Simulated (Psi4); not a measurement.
# C2H3F3 (SMILES FCC(F)F) at wB97X-V/def2-SVP

What is the vertical ionisation energy of C2H3F3 at wB97X-V/def2-SVP? 

The calculation is run with Psi4 1.11.

7 further runs of the same task are left out: 4 that didn't finish, 3 set aside as unsound or not needed.

### Step 1. The structure to begin with

C2H3F3 has 8 atoms, charge 0, and is taken as a singlet. As SMILES, `FCC(F)F`. Geometry: relaxed at PBE0-D4/def2-TZVP. This is one conformer, not always the lowest.

Bond lengths: F1–C2 1.372 Å, C2–C3 1.509 Å, C3–F4 1.352 Å, C3–F5 1.356 Å, C2–H6 1.093 Å, C2–H7 1.093 Å, C3–H8 1.095 Å. Some angles: F1–C2–C3 109.3°, C2–C3–F4 110.4°, C2–C3–F5 108.3°, F4–C3–F5 107.9°, F1–C2–H6 109.4°, F1–C2–H7 109.2°, C3–C2–H6 109.5°, C3–C2–H7 109.4°, C2–C3–H8 113.0°, F4–C3–H8 108.2°.

### Step 2. A single-point energy at wB97X-V/def2-SVP

c2h3f3.json reads:

```json
{
  "schema_name": "qcschema_input",
  "schema_version": 1,
  "molecule": {
    "schema_name": "qcschema_molecule",
    "schema_version": 2,
    "symbols": ["F", "C", "C", "F", "F", "H", "H", "H"],
    "geometry": [-2.15957902, -1.28690349, 2.19794046, -0.35564646, 0.36868557, 1.34510706, 0.32673365, -0.28799426, -1.34416219, 1.55751227, -2.52429616, -1.42957781, 1.91183592, 1.51858391, -2.23403422, 1.32602082, 0.22468844, 2.53695732, -1.11210382, 2.2894032, 1.41219233, -1.32054062, -0.41007057, -2.58986965],
    "molecular_charge": 0,
    "molecular_multiplicity": 1,
    "fix_symmetry": "c1",
    "fix_com": true,
    "fix_orientation": true
  },
  "driver": "energy",
  "model": {
    "method": "wb97x-v",
    "basis": "def2-SVP"
  },
  "keywords": {
    "puream": true,
    "e_convergence": 1e-09,
    "d_convergence": 1e-08,
    "scf_type": "pk",
    "dft_radial_points": 99,
    "dft_spherical_points": 590
  }
}
```

Command:

```sh
$ psi4 --qcschema c2h3f3.json -n 1 --memory 1600MB
```

stdout:

```text
[...]
  Running in c1 symmetry.
[...]
  Nuclear repulsion =  191.359785649963328
[...]
  Multiplicity = 1
[...]
  Nalpha       = 21
  Nbeta        = 21
[...]
    Number of basis functions: 85
[...]
   @RKS iter   1:  -377.06034715533843   -4.42920e-01   4.72619e-03 ADIIS/DIIS
[...]
   @RKS iter  12:  -377.12268070333664   -3.18323e-12   4.41275e-09 DIIS
[...]
    Orbital Energies [Eh]
    ---------------------
    Doubly Occupied:
       1A    -24.780896     2A    -24.776523     3A    -24.761752
       4A    -10.447903     5A    -10.374945     6A     -1.376403
       7A     -1.320220     8A     -1.310107     9A     -0.899040
      10A     -0.778689    11A     -0.688798    12A     -0.673922
      13A     -0.658282    14A     -0.612567    15A     -0.606263
      16A     -0.546999    17A     -0.541045    18A     -0.516758
      19A     -0.503714    20A     -0.468128    21A     -0.441871
[...]
  @RKS Final Energy:  -377.12268070333664
   => Energetics <=
    Nuclear Repulsion Energy =            191.3597856499633281
    One-Electron Energy =                -902.0997548457181665
    Two-Electron Energy =                 364.3096550322711664
    DFT Exchange-Correlation Energy =     -30.8633583140283783
    Empirical Dispersion Energy =           0.0000000000000000
    VV10 Nonlocal Energy =                  0.1709917741754224
    Total Energy =                       -377.1226807033366413
[...]
 Multipole Moments:
 ------------------------------------------------------------------------------------
     Multipole            Electronic (a.u.)      Nuclear  (a.u.)        Total (a.u.)
 ------------------------------------------------------------------------------------
 L = 1.  Multiply by 2.5417464519 to convert [e a0] to [Debye]
 Dipole X            :        -10.7319165           10.5078221           -0.2240944
 Dipole Y            :         18.5764284          -18.0453727            0.5310557
 Dipole Z            :         11.9014197          -11.8260949            0.0753248
 Magnitude           :                                                    0.5813022
[...]
```

The result, in JSON:

```text
{
 "driver": "energy",
 "model": {
  "method": "wb97x-v",
  "basis": "def2-SVP"
 },
 "success": true,
 "return_result": -377.12268070333664,
 "properties": {
  "calcinfo_nbasis": 85,
  "calcinfo_nmo": 85,
  "calcinfo_nalpha": 21,
  "calcinfo_nbeta": 21,
  "calcinfo_natom": 8,
  "nuclear_repulsion_energy": 191.35978564996333,
  "return_energy": -377.12268070333664,
  "scf_one_electron_energy": -902.0997548457182,
  "scf_two_electron_energy": 364.30965503227117,
  "scf_vv10_energy": 0.17099177417542236,
  "scf_xc_energy": -30.86335831402838,
  "scf_dipole_moment": [-0.22409442477193764, 0.531055695302804, 0.07532479349377574],
  "scf_total_energy": -377.12268070333664,
  "scf_iterations": 12
 }
}
```

It took 2.1 min on 1 thread of Intel Xeon Platinum 8375C at 2.90GHz (Ice Lake), shared host; peak memory 0.85 GiB.

### Step 3. The doublet cation at the same level

calc.in reads:

```
memory 1600 mb

molecule mol {
  1 2
  F
  C 1 R2
  C 2 R3 1 A3
  F 3 R4 2 A4 1 D4
  F 3 R5 4 A5 2 D5
  H 2 R6 1 A6 3 D6
  H 2 R7 6 A7 1 D7
  H 3 R8 4 A8 5 D8

  R2 = 1.372036
  R3 = 1.508762
  A3 = 109.25063
  R4 = 1.351544
  A4 = 110.3984
  D4 = -68.26143
  R5 = 1.356196
  A5 = 107.91194
  D5 = 118.1217
  R6 = 1.093394
  A6 = 109.39208
  D6 = -119.81013
  R7 = 1.092964
  A7 = 110.13062
  D7 = 119.98164
  R8 = 1.094796
  A8 = 108.17325
  D8 = 117.74722
  units angstrom
  symmetry c1
}

set basis def2-SVP
set reference uks
set puream true
set e_convergence 1e-09
set d_convergence 1e-08
set scf_type pk
set dft_radial_points 99
set dft_spherical_points 590
set maxiter 200

energy('wb97x-v')
print_variables()
```

Command:

```sh
$ psi4 calc.in calc.out -n 1
```

calc.out:

```text
[...]
  Running in c1 symmetry.
[...]
  Nuclear repulsion =  191.359798377413853
[...]
  Multiplicity = 2
[...]
  Nalpha       = 21
  Nbeta        = 20
[...]
    Number of basis functions: 85
[...]
   @UKS iter   1:  -376.59957977254783    1.78476e-02   4.45384e-03 DIIS/ADIIS
[...]
   @UKS iter  22:  -376.66635627361569   -2.95586e-12   4.97298e-09 DIIS
[...]
   @S^2 Observed:                7.534283287E-01
[...]
    Orbital Energies [Eh]
    ---------------------
    Alpha Occupied:
       1A    -25.089697     2A    -25.085236     3A    -25.070985
       4A    -10.769731     5A    -10.679596     6A     -1.675962
       7A     -1.616933     8A     -1.608442     9A     -1.210716
      10A     -1.069270    11A     -0.984259    12A     -0.964226
      13A     -0.956098    14A     -0.897992    15A     -0.890873
      16A     -0.843139    17A     -0.840011    18A     -0.804717
      19A     -0.801223    20A     -0.754400    21A     -0.749121
    Alpha Virtual:
      22A     -0.111421    23A     -0.069165    24A     -0.049934
      25A     -0.022180    26A      0.008120    27A      0.032167
[...]
  @UKS Final Energy:  -376.66635627361569
   => Energetics <=
    Nuclear Repulsion Energy =            191.3597983774138527
    One-Electron Energy =                -889.8428900518331375
    Two-Electron Energy =                 352.2419383494338945
    DFT Exchange-Correlation Energy =     -30.5932140388851614
    Empirical Dispersion Energy =           0.0000000000000000
    VV10 Nonlocal Energy =                  0.1680110902548310
    Total Energy =                       -376.6663562736156905
[...]
 Multipole Moments:
 ------------------------------------------------------------------------------------
     Multipole            Electronic (a.u.)      Nuclear  (a.u.)        Total (a.u.)
 ------------------------------------------------------------------------------------
 L = 1.  Multiply by 2.5417464519 to convert [e a0] to [Debye]
 Dipole X            :         -0.9870537            1.7326049            0.7455511
 Dipole Y            :         -1.7189223            2.2729610            0.5540387
 Dipole Z            :          0.0084307            0.0978602            0.1062909
 Magnitude           :                                                    0.9349348
[...]
```

Wall time 3.8 min (1 thread of Intel Xeon Platinum 8375C at 2.90GHz (Ice Lake), shared host); peak memory 0.85 GiB.

### Step 4. Results

Level: wB97X-V/def2-SVP.

```
                                          quantity          value
                      singlet C2H3F3: total energy  -377.12268 Eh
                     singlet C2H3F3: dipole moment         1.48 D
                       singlet C2H3F3: HOMO energy      -12.02 eV
                       singlet C2H3F3: LUMO energy        4.31 eV
                     singlet C2H3F3: HOMO–LUMO gap       16.33 eV
                      doublet cation: total energy  -376.66636 Eh
doublet cation: HOMO energy (highest over α and β)      -20.17 eV
 doublet cation: LUMO energy (lowest over α and β)      -12.82 eV
                              doublet cation: ⟨S²⟩          0.753
vertical ionisation energy (to the doublet cation)      12.417 eV
```

In words: The vertical ionisation energy comes to 12.42 eV (286 kcal/mol). The negative HOMO energy of the first species, 12.02 eV, lies 0.39 eV below that difference.
